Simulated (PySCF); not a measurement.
Name the molecule from its bond curve

A diatomic of charge -1 contains O. Its doublet curve at PBE0 in a double-zeta basis (no relativity, PySCF), in eV from the separated fragments:

(R (Å), E (eV)): (1.380, -2.966), (1.444, -3.659), (1.509, -4.034), (1.557, -4.165), (1.605, -4.201), (1.653, -4.163), (1.717, -4.028), (1.798, -3.767), (1.894, -3.374), (2.022, -2.799)

The fit gives ωe = 904 cm⁻¹ and the rotational constant Bₑ = 0.6162 cm⁻¹.

Which atom is the partner?

The minimum lies at 1.602 Å, so the reduced mass is 16.8576 u Å² cm⁻¹/(Bₑ·Re²) = 10.66 u. With O at 15.99 u the partner weighs about 32.0 u: S. The molecule is SO⁻.

The highest Kohn–Sham level is positive in this anion. Much of that is self-interaction error, but it also means that the finite basis helps to hold the extra electron. The state was picked by a PBE0 search and need not be the measured ground state.
